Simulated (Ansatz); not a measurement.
## FH3NSi, SMILES [NH][SiH2]F: a relaxed scan of one distance

Computed with Ansatz 0.2.0, Python API.

Input file `fh3nsi.xyz`:
```text
6

N    -1.28700    0.09480   -0.33380
Si    0.32510    0.15500    0.19670
F     0.61720   -1.25580    0.86270
H    -1.35800   -0.66260   -0.96540
H     1.22030    0.34260   -0.99140
H     0.52450    1.26200    1.18490
```

`fh3nsi.py`
```python
"""Relaxed scan of one distance in FH3NSi."""

import ansatz
import numpy as np

fh3nsi = ansatz.Crystal.molecule_from_extxyz("fh3nsi.xyz")

calculation = (
    fh3nsi.calculation()
    .basis(gaussian="def2-SVP")
    .functional("PBE0")
    .spin("collinear", total=1)
)
symbols = [site.symbol for site in fh3nsi.cartesian_sites]
pairs = [(0, 1), (0, 3), (1, 2), (1, 4), (1, 5)]
print("held (A)   E (eV)        ", "  ".join(f"{symbols[i]}{i}-{symbols[j]}{j}" for i, j in pairs))
for length in [0.91, 0.99, 1.07, 1.19, 1.33]:
    r = calculation.relax(constraints=[ansatz.DistanceConstraint((0, 3), at=length)], force_tolerance=0.02, max_steps=60).run().report
    xyz = np.array(r["positions_ang"])
    print(f"{length:6.2f} {r['free_energy_ev']:14.5f}  ", "  ".join(f"{np.linalg.norm(xyz[i] - xyz[j]):.3f}" for i, j in pairs))
```

```console
$ python fh3nsi.py
held (A)   E (eV)         N0-Si1  N0-H3  Si1-F2  Si1-H4  Si1-H5
DeckWarning: relax.constraints: the input's atoms, or those drawn, lie off the distances that are held; a relaxation that starts there is brought onto them ahead of its first SCF, by positions alone, an atom by 3.94e-2 Å at the most. With the symmetry detection on, the symmetry is detected on the input's atoms as so [...]
  0.91   -12119.34713   1.724  0.910  1.627  1.488  1.488
  0.99   -12119.68721   1.733  0.990  1.627  1.488  1.488
  1.07   -12119.68023   1.741  1.070  1.627  1.488  1.488
  1.19   -12119.31388   1.752  1.190  1.627  1.489  1.489
  1.33   -12118.64726   1.763  1.330  1.627  1.489  1.488
```
(Warnings from the package without file and line, shortened, repeats left out.)

The settings weren't tested for convergence. The energies are electronic: no zero-point or thermal terms, and the basis set is short of its limit. The run takes the species as open-shell (spin multiplicity 2), which needn't be its ground state. Run time: 120 s on 1 thread of Arm Neoverse V1, on a shared host, peak memory 0.22 GiB.
